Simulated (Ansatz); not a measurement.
Species: H2N, SMILES `[NH2]` (charge 0, multiplicity 2), formula H$_{2}$N.

How many basis functions does frozen-core CCSD(T)/cc-pVTZ // r2SCAN-D4/def2-TZVP in Ansatz (a first-principles code) use, how many core orbitals are frozen, and how many electrons are correlated?

58 basis functions and 1 frozen orbitals, which leaves 7 correlated electrons. Core time is of the order of seconds.
